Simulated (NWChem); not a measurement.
# C4H3O (SMILES CC#C[C]=O) at 4 levels

Aim: a comparison of 4 runs (UHF/STO-3G, UHF/3-21G, UB3LYP/6-31G*) of C4H3O. 

The results are computed with NWChem 7.3.0.

## (1) Starting point

C4H3O has 8 atoms, charge 0, and is taken as a doublet. SMILES: `CC#C[C]=O`. The shape is that of a GFN2-xTB optimisation.

Bond lengths: C1–C2 1.440 Å, C2–C3 1.256 Å, C3–C4 1.295 Å, C4–O5 1.176 Å, C1–H6 1.091 Å, C1–H7 1.092 Å, C1–H8 1.094 Å. Angles: C1–C2–C3 152.6°, C2–C3–C4 161.6°, C3–C4–O5 168.6°, C2–C1–H6 110.5°, C2–C1–H7 108.0°, C2–C1–H8 112.5°, H6–C1–H7 107.9°, H6–C1–H8 109.2°, H7–C1–H8 108.5°.

## (2) Energy and gradient at UHF/STO-3G (run 1)

Input file input.xyz:

```xyz
8

C     -0.419050    -0.961150     1.054280
C      0.263290    -0.163940     0.068260
C      0.291420     0.709910    -0.834160
C      0.726280     1.540720    -1.727600
O      0.897270     2.364170    -2.549910
H      0.031070    -1.952690     1.123070
H     -0.302610    -0.472610     2.023380
H     -1.487660    -1.064410     0.842690
```

Input file run.py:

```python
from ase.io import read
from ase.calculators.nwchem import NWChem

molecule = read('input.xyz')

calc = NWChem(
    label='input',
    theory='scf',
    memory='2200 mb',
    basis='STO-3G',
    basispar='spherical bse',
    scf={'nopen': '1', 'uhf': None, 'thresh': '1e-08', 'maxiter': '80'},
)
molecule.calc = calc

forces = molecule.get_forces()
print("Total energy (eV):", round(molecule.get_potential_energy(), 6))
print("forces (eV/A):")
for s, f in zip(molecule.symbols, forces):
    print(f"{s:2s} {f[0]:10.5f} {f[1]:10.5f} {f[2]:10.5f}")
```

Started as:

```sh
export ASE_NWCHEM_COMMAND="nwchem PREFIX.nwi > PREFIX.nwo"
python run.py
```

What it wrote:

```text
Total energy (eV): -6124.089436
forces (eV/A):
C    -0.95671   -1.17505    1.79221
C     0.93742    0.24626   -0.78156
C    -0.42937    0.40644   -0.30642
C    -0.09318   -3.97883    3.82529
O     0.69111    4.74132   -4.71402
H    -0.18548    0.02808    0.04829
H    -0.19330   -0.23572    0.08855
H     0.22950   -0.03245    0.04767
```

The calculator wrote input.nwi:

```
title "input"

permanent_dir input

scratch_dir input

start input

geometry units angstrom nocenter noautosym noautoz
  C  -4.1904999999999998e-01 -9.6114999999999995e-01 1.0542800000000001e+00
  C  2.6329000000000002e-01 -1.6394000000000000e-01 6.8260000000000001e-02
  C  2.9142000000000001e-01 7.0991000000000004e-01 -8.3416000000000001e-01
  C  7.2628000000000004e-01 1.5407200000000001e+00 -1.7276000000000000e+00
  O  8.9727000000000001e-01 2.3641700000000001e+00 -2.5499100000000001e+00
  H  3.1070000000000000e-02 -1.9526900000000000e+00 1.1230700000000000e+00
  H  -3.0260999999999999e-01 -4.7260999999999997e-01 2.0233800000000000e+00
  H  -1.4876600000000000e+00 -1.0644100000000001e+00 8.4269000000000005e-01
end

memory 2200 mb

basis spherical bse noprint
   * library STO-3G
end

scf
  nopen 1
  uhf
  thresh 1e-08
  maxiter 80
end

task scf gradient
```

input.nwo:

```text
Northwest Computational Chemistry Package (NWChem) 7.3.0
             --------------------------------------------------------

           Job information
           ---------------

    nwchem branch   = 7.3.0
    use scalapack   = T
    input           = input.nwi
    prefix          = input.
    data base       = input/input.db
    status          = startup
    nproc           =        1

           Memory information
           ------------------

[... 5 lines left out ...]
    hardfail = no
[... 38 lines left out ...]
            Nuclear Dipole moment (a.u.)
[... 86 lines left out ...]
 2-e energy   =     208.791632
[... 17 lines left out ...]
  ga_iter_lsolve: convergence stagnant ... aborting solve
[... 13 lines left out ...]
      One electron energy =   -560.668305879527
[... 9 lines left out ...]
          Final alpha eigenvalues
[... 251 lines left out ...]
                     UHF Final Beta Molecular Orbital Analysis
[... 263 lines left out ...]
                 ----------------------------------------
                 |  Time  |  1-e(secs)   |  2-e(secs)   |
                 ----------------------------------------
                 |  CPU   |       0.00   |       0.08   |
                 ----------------------------------------
                 |  WALL  |       0.00   |       0.08   |
                 ----------------------------------------

 Task  times  cpu:        3.9s     wall:        3.9s
 Total times  cpu:        4.0s     wall:        4.0s
```

It took 4.8 s on 1 thread of AMD EPYC 9R45 (Zen 5), shared host; peak memory 0.099 GiB.

## (3) Energy and forces at UHF/3-21G (run 2)

Input file mol.nw:

```
start mol
title "C4H3O gradient"
memory stack 880 mb heap 220 mb global 1100 mb
charge 0
geometry noautosym nocenter noautoz
   C       -0.419050      -0.961150       1.054280
   C        0.263290      -0.163940       0.068260
   C        0.291420       0.709910      -0.834160
   C        0.726280       1.540720      -1.727600
   O        0.897270       2.364170      -2.549910
   H        0.031070      -1.952690       1.123070
   H       -0.302610      -0.472610       2.023380
   H       -1.487660      -1.064410       0.842690
end
basis "ao basis" spherical bse
   * library 3-21G
end
scf
   doublet
   uhf
   thresh 1e-08
   maxiter 80
end
task scf gradient
```

Started as:

```sh
nwchem mol.nw > mol.out
```

What it wrote:

```text
[...]
  functions       =    51
[...]
  wavefunction    = UHF
[...]
         Total SCF energy =   -226.696219740538
      One electron energy =   -560.385369162330
      Two electron energy =    205.432545819309
 Nuclear repulsion energy =    128.256603602482
                       Sz =      0.5000
                 Sz(Sz+1) =      0.7500
                      S^2 =      1.1309
[...]
                         UHF ENERGY GRADIENTS
    atom               coordinates                        gradient
                 x          y          z           x          y          z
   1 C      -0.791890  -1.816310   1.992300    0.009995   0.012264  -0.015892
   2 C       0.497546  -0.309802   0.128993   -0.008163  -0.009109   0.013553
   3 C       0.550704   1.341535  -1.576334   -0.003256  -0.000782   0.001470
   4 C       1.372470   2.911539  -3.264691    0.005180   0.009637  -0.011209
   5 O       1.695594   4.467633  -4.818631   -0.003526  -0.012216   0.013467
   6 H       0.058714  -3.690049   2.122295    0.003662  -0.003847  -0.001140
   7 H      -0.571850  -0.893103   3.823634    0.002258   0.004447   0.001097
   8 H      -2.811270  -2.011443   1.592453   -0.006150  -0.000395  -0.001347
[...]
```

Wall time 3.6 s (1 thread of AMD EPYC 9R45 (Zen 5), shared host); peak memory 0.099 GiB.

Run 3 isn't shown in full; the table further down has it.

## (4) Energy and forces at UB3LYP/6-31G(d) (Cartesian functions) (run 4)

Input file c4h3o.nw:

```
start c4h3o
memory 2200 mb
charge 0
geometry units angstroms noautosym nocenter noautoz
  C     -0.419050    -0.961150     1.054280
  C      0.263290    -0.163940     0.068260
  C      0.291420     0.709910    -0.834160
  C      0.726280     1.540720    -1.727600
  O      0.897270     2.364170    -2.549910
  H      0.031070    -1.952690     1.123070
  H     -0.302610    -0.472610     2.023380
  H     -1.487660    -1.064410     0.842690
end
basis "ao basis"
  * library 6-31G*
end
dft
  xc b3lyp
  mult 2
  grid xfine
  convergence energy 1e-08
  iterations 100
  mulliken
  print medium
end
task dft gradient
```

Started as:

```sh
nwchem c4h3o.nw > c4h3o.out
```

What it wrote:

```text
[...]
          Wavefunction type:  spin polarized.
          No. of atoms     :     8
          No. of electrons :    35
[...]
          Charge           :     0
          Spin multiplicity:     2
[...]
          AO basis - number of functions:    81
[...]
              XC Information
              --------------
                         B3LYP Method XC Potential
                     Hartree-Fock (Exact) Exchange  0.200
                        Slater Exchange Functional  0.800 local
                    Becke 1988 Exchange Functional  0.720 non-local
              Lee-Yang-Parr Correlation Functional  0.810
                  VWN I RPA Correlation Functional  0.190 local
[...]
 d= 0,ls=0.0,diis     1   -229.2262832887 -3.57D+02  1.25D-02  2.36D-01     2.0
[...]
 d= 0,ls=0.0,diis    15   -229.3299755462 -1.81D-09  7.56D-07  1.01D-10    28.3
[...]
         Total DFT energy =     -229.329975546203
      One electron energy =     -563.183959030656
           Coulomb energy =      236.907522902222
    Exchange-Corr. energy =      -31.310143020251
 Nuclear repulsion energy =      128.256603602482
[...]
      Total Density - Mulliken Population Analysis
     ---------------------------------------------
    Atom       Charge   Shell Charges
 -----------   ------   -------------------------------------------------------
    1 C    6     6.54   1.99  0.68  2.17  0.65  1.02  0.03
    2 C    6     6.03   1.99  0.73  1.95  0.63  0.74 -0.01
    3 C    6     5.90   1.99  0.69  2.11  0.48  0.63 -0.01
    4 C    6     5.75   1.99  0.73  1.96  0.46  0.58  0.02
    5 O    8     8.37   1.99  0.92  2.86  1.02  1.58 -0.00
    6 H    1     0.81   0.52  0.29
    7 H    1     0.80   0.52  0.28
    8 H    1     0.81   0.52  0.29
[...]
      <S2> =      0.7641 (Exact =     0.7500)
[...]
  wavefunction    = open shell
[...]
```

Run time: 32 s. Hardware: 1 thread of AMD EPYC 9R45 (Zen 5), shared host; peak memory 0.15 GiB.

## (5) All runs side by side

```csv
run,level,iteration cap,module,energy (Eh),dipole moment (D),HOMO energy (eV),LUMO energy (eV),wall time
1,UHF/STO-3G,80,scf,-225.056138,2.00,-6.04,6.38,4.8 s
2,UHF/3-21G,80,scf,-226.696220,3.79,-8.22,1.86,3.6 s
3,UB3LYP/6-31G* (spherical functions),100,dft,-229.325341,3.23,-4.48,-2.13,29 s
4,UB3LYP/6-31G* (Cartesian functions),100,dft,-229.329976,3.24,-4.49,-2.13,32 s
```

## (6) Summary of results

| quantity | value |
| --- | --- |
| run 4: total energy | -229.32998 Eh |
| run 4: dipole moment | 3.24 D |
| run 4: HOMO energy (highest over α and β) | -4.49 eV |
| run 4: LUMO energy (lowest over α and β) | -2.13 eV |
| run 4: ⟨S²⟩ | 0.764 |
| run 4: largest force on an atom | 0.830 eV/Å |

The dipole moment (its size) runs from 2.00 D (UHF/STO-3G) to 3.79 D (UHF/3-21G). In run 1 the basis is minimal, so the values are rough. Spin contamination of the reference: run 1 ⟨S²⟩ = 1.55, run 2 ⟨S²⟩ = 1.13. Where it is this large, the reference is a mixture of spin states, and values that rest on it are in doubt. All runs together took 70 s, the longest 32 s.
